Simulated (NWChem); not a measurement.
System: difluoromethane (CH2F2); SMILES FCF

```xyz
5

F      1.0958     0.0000    -0.2895
C      0.0000     0.0000     0.4887
F     -1.0958     0.0000    -0.2895
H      0.0000     0.9137     1.1093
H      0.0000    -0.9137     1.1093
```
Atoms are numbered in this order, from 1.

Results from NWChem. The geometry was optimised at PBE0/def2-SVP. Level: PBE0/def2-SVP with SMD (1 M gas to 1 M solution), gas-phase geometry.

What does the run give for solvent water? Quantities: solvation free energy (kcal/mol); cavity-dispersion-structure term (kcal/mol); dipole in solution (D).

solvation free energy (kcal/mol): -0.5
cavity-dispersion-structure term (kcal/mol): 3.3
dipole in solution (D): 2.16
